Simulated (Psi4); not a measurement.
# [NH4]+ (ammonium), step by step

Wanted: a structure relaxation (singlet [NH4]+, BP86/def2-SVP), then a single-point energy (doublet [NH4]2+, UBP86/def2-SVP), then a geometry optimisation (doublet [NH4]2+, UBP86/def2-SVP), then a single-point energy (singlet [NH4]+, BP86/def2-SVP) of H4N. 

The calculation is run with Psi4 1.11.

**1. The system as given**

[NH4]+ has 5 atoms, charge +1, and is taken as a singlet. SMILES: `[NH4+]`. All atoms were displaced at random from a relaxed shape. The run starts from this shape.

Bond lengths: N1–H2 1.005 Å, N1–H3 0.970 Å, N1–H4 1.121 Å, N1–H5 1.065 Å. Angles: H2–N1–H3 113.3°, H2–N1–H4 110.5°, H2–N1–H5 103.5°, H3–N1–H4 119.1°, H3–N1–H5 99.8°, H4–N1–H5 108.8°.

**2. A geometry optimisation at BP86/def2-SVP (density fitting) (run 1)**

The input, h4n.inp:

```
memory 1600 mb

molecule mol {
  1 1
  N
  H 1 r2
  H 1 r3 2 a3
  H 1 r4 3 a4 2 d4
  H 1 r5 3 a5 2 d5

  r2 = 1.005183
  r3 = 0.970109
  a3 = 113.33081
  r4 = 1.120581
  a4 = 119.05711
  d4 = 132.54522
  r5 = 1.064667
  a5 = 99.83399
  d5 = -109.38442
}


opt("bp86/def2-SVP")
print_variables()
```

Run with:

```console
$ psi4 -n 1 h4n.inp h4n.out
```

h4n.out:

```text
[...]
  Running in c1 symmetry.
[...]
  Nuclear repulsion =   16.168166148989915
[...]
  Multiplicity = 1
[...]
  Nalpha       = 5
  Nbeta        = 5
[...]
    Number of basis functions: 34
[...]
   @DF-RKS iter   1:   -56.70022384524026    1.90301e-01   1.75100e-02 ADIIS/DIIS
[...]
   @DF-RKS iter   5:   -56.85508817968523   -7.51754e-12   8.85334e-09 DIIS
[...]
  @DF-RKS Final Energy:   -56.85508817968523
   => Energetics <=
    Nuclear Repulsion Energy =             16.1251949886905557
    One-Electron Energy =                -104.4527428480218418
    Two-Electron Energy =                  39.5672260426575662
    DFT Exchange-Correlation Energy =      -8.0947663630115105
    Empirical Dispersion Energy =           0.0000000000000000
    VV10 Nonlocal Energy =                  0.0000000000000000
    Total Energy =                        -56.8550881796852323
[...]
 Multipole Moments:
 ------------------------------------------------------------------------------------
     Multipole            Electronic (a.u.)      Nuclear  (a.u.)        Total (a.u.)
 ------------------------------------------------------------------------------------
 L = 1.  Multiply by 2.5417464519 to convert [e a0] to [Debye]
 Dipole X            :         -0.0001203            0.0002769            0.0001565
 Dipole Y            :         -0.0002754            0.0006481            0.0003728
 Dipole Z            :          0.0000318           -0.0000656           -0.0000338
 Magnitude           :                                                    0.0004057
[...]
  -Total Gradient:
     Atom            X                  Y                   Z
    ------   -----------------  -----------------  -----------------
       1       -0.000035464724    -0.000096331370    -0.000006214808
       2       -0.000006314312     0.000028747482     0.000013033985
       3        0.000040950037    -0.000008622281     0.000000800771
       4       -0.000018434589     0.000014882719     0.000006750938
       5        0.000017874269     0.000063305074    -0.000016938842
[...]
    Final optimized geometry and variables:
    Molecular point group: c1
    Full point group: C1
    Geometry (in Angstrom), charge = 1, multiplicity = 1:
    N
    H             1          r2
    H             1          r3      2          a3
    H             1          r4      3          a4      2          d4
    H             1          r5      3          a5      2          d5
    a3        =  109.4550008071
    a4        =  109.4749363916
    a5        =  109.4330808992
    d4        =  120.0033203860
    d5        = -119.9834961665
[...]
```

The script printed:

```text
Optimizer: Optimization complete!
```

Run time: 25 s. Hardware: 1 thread of Intel Xeon Platinum 8259CL at 2.50GHz (Skylake/Cascade Lake), shared host; peak memory 0.34 GiB.

Steps, from the record of the run:

| step | energy from the first frame kept (eV) | largest force (eV/Å) |
| --- | --- | --- |
| 0 | 0.0000 | 5.3019 |
| 1 | -0.3262 | 1.4402 |
| 2 | -0.3655 | 0.8996 |
| 3 | -0.3817 | 0.1313 |
| 4 | -0.3828 | 0.1285 |
| 5 | -0.3831 | 0.0594 |
| 6 | -0.3831 | 0.0119 |
| 7 | -0.3832 | 0.0053 |

After the run. Bond lengths: N1–H2 1.039 Å, N1–H3 1.039 Å, N1–H4 1.039 Å, N1–H5 1.039 Å. Angles: H2–N1–H3 109.5°, H2–N1–H4 109.5°, H2–N1–H5 109.5°, H3–N1–H4 109.5°, H3–N1–H5 109.4°, H4–N1–H5 109.5°.

**3. Doublet [NH4]2+: the energy at UBP86/def2-SVP (density fitting) (run 2)**

The input, input.inp:

```
memory 1600 MB

molecule geom {
  2 2
  N
  H 1 R2
  H 1 R3 2 A3
  H 1 R4 3 A4 2 D4
  H 1 R5 4 A5 3 D5

  R2 = 1.039462
  R3 = 1.039449
  A3 = 109.45502
  R4 = 1.039443
  A4 = 109.47498
  D4 = 120.00338
  R5 = 1.039434
  A5 = 109.49924
  D5 = -119.9727
  units angstrom
}

set {
  basis def2-SVP
  reference uks
}

e_tot, wfn = energy('bp86', return_wfn=True)
```

Run with:

```console
$ psi4 input.inp input.out -n 1
```

input.out:

```text
[...]
  Running in c1 symmetry.
[...]
  Nuclear repulsion =   16.125192750383103
[...]
  Multiplicity = 2
[...]
  Nalpha       = 5
  Nbeta        = 4
[...]
    Number of basis functions: 34
[...]
   @DF-UKS iter   1:   -55.86373450166202    1.03186e+00   6.55142e-03 ADIIS/DIIS
[...]
   @DF-UKS iter  13:   -55.88818965550249   -4.35050e-09   1.43716e-07 DIIS
[...]
   @S^2 Observed:                7.511228302E-01
[...]
    Orbital Energies [Eh]
    ---------------------
    Alpha Occupied:
       1A    -14.879341     2A     -1.618820     3A     -1.252553
       4A     -1.206931     5A     -1.206855
    Alpha Virtual:
       6A     -0.552773     7A     -0.518115     8A     -0.507114
       9A     -0.507051    10A     -0.190444    11A     -0.190377
      12A     -0.189674    13A     -0.037846    14A      0.082492
      15A      0.105224    16A      0.105233    17A      0.297817
      18A      0.318946    19A      0.337856    20A      0.785703
      21A      0.785780    22A      0.788494    23A      1.153427
      24A      1.153492    25A      1.165809    26A      1.427677
[...]
  @DF-UKS Final Energy:   -55.88818965550249
   => Energetics <=
    Nuclear Repulsion Energy =             16.1251927503831034
    One-Electron Energy =                 -99.5167193724538492
    Two-Electron Energy =                  35.2148985636020342
    DFT Exchange-Correlation Energy =      -7.7115615970337856
    Empirical Dispersion Energy =           0.0000000000000000
    VV10 Nonlocal Energy =                  0.0000000000000000
    Total Energy =                        -55.8881896555024937
  UHF NO Occupations:
  HONO-2 :    3  A 1.9999060
  HONO-1 :    4  A 1.9996267
[...]
 Multipole Moments:
 ------------------------------------------------------------------------------------
     Multipole            Electronic (a.u.)      Nuclear  (a.u.)        Total (a.u.)
 ------------------------------------------------------------------------------------
 L = 1.  Multiply by 2.5417464519 to convert [e a0] to [Debye]
 Dipole X            :          0.0006348            0.0002789            0.0009138
 Dipole Y            :          0.0010991            0.0006477            0.0017468
 Dipole Z            :          0.0000617           -0.0000649           -0.0000032
 Magnitude           :                                                    0.0019714
[...]
```

It took 8.1 s on 1 thread of Intel Xeon Platinum 8259CL at 2.50GHz (Skylake/Cascade Lake), shared host; peak memory 0.31 GiB.

**4. Doublet [NH4]2+: a structure relaxation at UBP86/def2-SVP (density fitting) (run 3)**

The input, job.inp:

```
memory 1600 MB

molecule system {
  2 2
  N     -0.025169    -0.053455     0.047087
  H      0.492626    -0.440120     0.861249
  H     -0.953130     0.294543     0.360519
  H     -0.157118    -0.798644    -0.665461
  H      0.516368     0.730978    -0.367431
  symmetry c1
}

set {
  reference uks
}

E = opt('bp86/def2-SVP')
```

Run with:

```console
$ psi4 -n 1 job.inp job.out
```

job.out:

```text
[...]
  Running in c1 symmetry.
[...]
  Nuclear repulsion =   16.125194075324089
[...]
  Multiplicity = 2
[...]
  Nalpha       = 5
  Nbeta        = 4
[...]
    Number of basis functions: 34
[...]
   @DF-UKS iter   1:   -55.86373485515261    1.03186e+00   6.55142e-03 ADIIS/DIIS
[...]
   @DF-UKS iter   6:   -55.97301110167742   -3.62377e-13   5.04496e-09 DIIS
[...]
   @S^2 Observed:                7.517111000E-01
[...]
  @DF-UKS Final Energy:   -55.97301110167742
   => Energetics <=
    Nuclear Repulsion Energy =             14.7790424630019537
    One-Electron Energy =                 -97.5863967037015954
    Two-Electron Energy =                  34.4436205247992930
    DFT Exchange-Correlation Energy =      -7.6092773857770748
    Empirical Dispersion Energy =           0.0000000000000000
    VV10 Nonlocal Energy =                  0.0000000000000000
    Total Energy =                        -55.9730111016774217
  UHF NO Occupations:
  HONO-2 :    3  A 1.9999146
  HONO-1 :    4  A 1.9993152
[...]
 Multipole Moments:
 ------------------------------------------------------------------------------------
     Multipole            Electronic (a.u.)      Nuclear  (a.u.)        Total (a.u.)
 ------------------------------------------------------------------------------------
 L = 1.  Multiply by 2.5417464519 to convert [e a0] to [Debye]
 Dipole X            :         -0.0000328           -0.0002361           -0.0002688
 Dipole Y            :          0.0000469            0.0003233            0.0003702
 Dipole Z            :          0.0000420            0.0002962            0.0003382
 Magnitude           :                                                    0.0005690
[...]
  -Total Gradient:
     Atom            X                  Y                   Z
    ------   -----------------  -----------------  -----------------
       1        0.000009648967    -0.000013240417    -0.000011760659
       2        0.000012877325     0.000036816509    -0.000014932869
       3        0.000001960301    -0.000028339124    -0.000026493664
       4       -0.000036061117     0.000017390965     0.000015236480
       5        0.000011582172    -0.000012644885     0.000037947297
[...]
```

On the terminal:

```text
Optimizer: Optimization complete!
```

Run time: 43 s. Hardware: 1 thread of Intel Xeon Platinum 8259CL at 2.50GHz (Skylake/Cascade Lake), shared host; peak memory 0.35 GiB.

The path in brief:

| step | energy from the first frame kept (eV) | largest force (eV/Å) |
| --- | --- | --- |
| 0 | 0.0000 | 4.8091 |
| 1 | -1.5091 | 1.8230 |
| 2 | -2.0011 | 0.9023 |
| 3 | -2.1923 | 0.5131 |
| 4 | -2.2695 | 0.2848 |
| 5 | -2.2986 | 0.1355 |
| 6 | -2.3058 | 0.0646 |
| 7 | -2.3078 | 0.0250 |
| 8 | -2.3081 | 0.0081 |
| 9 | -2.3081 | 0.0022 |

After the run. Bond lengths: N1–H2 1.137 Å, N1–H3 1.137 Å, N1–H4 1.137 Å, N1–H5 1.137 Å. Angles: H2–N1–H3 94.4°, H2–N1–H4 94.4°, H2–N1–H5 147.9°, H3–N1–H4 147.9°, H3–N1–H5 94.4°, H4–N1–H5 94.4°.

**5. A single-point energy at BP86/def2-SVP (density fitting) (run 4)**

The input, h4n.in:

```
memory 1.6 GB

molecule system {
  1 1
  N     -0.025183    -0.053448     0.047094
  H      0.237407    -0.702967     0.943151
  H     -0.815827     0.546171     0.603134
  H      0.209234    -0.861439    -0.718319
  H      0.268129     0.804889    -0.639184
}

set globals {
  reference rks
}

energy('bp86/def2-SVP')
```

Run with:

```console
$ psi4 h4n.in h4n.out -n 1
```

h4n.out:

```text
[...]
  Running in c1 symmetry.
[...]
  Nuclear repulsion =   14.779044369919882
[...]
  Multiplicity = 1
[...]
  Nalpha       = 5
  Nbeta        = 5
[...]
    Number of basis functions: 34
[...]
   @DF-RKS iter   1:   -56.62057424380735    1.62492e-01   1.69689e-02 ADIIS/DIIS
[...]
   @DF-RKS iter   6:   -56.76081994738014   -1.52261e-08   3.35300e-07 DIIS
[...]
    Orbital Energies [Eh]
    ---------------------
    Doubly Occupied:
       1A    -14.386022     2A     -1.099915     3A     -0.770936
       4A     -0.770936     5A     -0.607862
[...]
  @DF-RKS Final Energy:   -56.76081994738014
   => Energetics <=
    Nuclear Repulsion Energy =             14.7790443699198821
    One-Electron Energy =                -102.1015851416579210
    Two-Electron Energy =                  38.5157840723319254
    DFT Exchange-Correlation Energy =      -7.9540632479740312
    Empirical Dispersion Energy =           0.0000000000000000
    VV10 Nonlocal Energy =                  0.0000000000000000
    Total Energy =                        -56.7608199473801420
[...]
 Multipole Moments:
 ------------------------------------------------------------------------------------
     Multipole            Electronic (a.u.)      Nuclear  (a.u.)        Total (a.u.)
 ------------------------------------------------------------------------------------
 L = 1.  Multiply by 2.5417464519 to convert [e a0] to [Debye]
 Dipole X            :          0.0000693           -0.0002366           -0.0001673
 Dipole Y            :         -0.0000948            0.0003247            0.0002299
 Dipole Z            :         -0.0000869            0.0002956            0.0002087
 Magnitude           :                                                    0.0003527
[...]
```

Wall time 5.4 s (1 thread of Intel Xeon Platinum 8259CL at 2.50GHz (Skylake/Cascade Lake), shared host); peak memory 0.31 GiB.

**6. Outcome**

| quantity | value |
| --- | --- |
| run 1, BP86/def2-SVP: total energy at the end | -56.85509 Eh |
| run 1, BP86/def2-SVP: HOMO energy | -20.91 eV |
| run 1, BP86/def2-SVP: LUMO energy | -6.43 eV |
| run 1, BP86/def2-SVP: HOMO–LUMO gap | 14.49 eV |
| doublet [NH4]2+, run 2: total energy | -55.88819 Eh |
| doublet [NH4]2+, run 2: HOMO energy (highest over α and β) | -32.26 eV |
| doublet [NH4]2+, run 2: LUMO energy (lowest over α and β) | -31.64 eV |
| doublet [NH4]2+, run 2: ⟨S²⟩ | 0.751 |
| doublet [NH4]2+, run 3: total energy at the end | -55.97301 Eh |
| doublet [NH4]2+, run 3: HOMO energy (highest over α and β) | -29.04 eV |
| doublet [NH4]2+, run 3: LUMO energy (lowest over α and β) | -26.22 eV |
| doublet [NH4]2+, run 3: ⟨S²⟩ | 0.752 |
| run 4, BP86/def2-SVP: total energy | -56.76082 Eh |
| run 4, BP86/def2-SVP: HOMO energy | -16.54 eV |
| run 4, BP86/def2-SVP: LUMO energy | -8.40 eV |
| run 4, BP86/def2-SVP: HOMO–LUMO gap | 8.15 eV |
| adiabatic ionisation energy (to the doublet dication, no zero-point term) | 24.003 eV |

In words: The adiabatic ionisation energy (to the doublet dication, no zero-point term) is 24.00 eV (2316 kJ/mol). The optimisation (run 1, BP86/def2-SVP) took 8 steps and changed the energy by -0.383 eV. The optimisation (doublet [NH4]2+, run 3) took 10 steps and changed the energy by -2.308 eV.
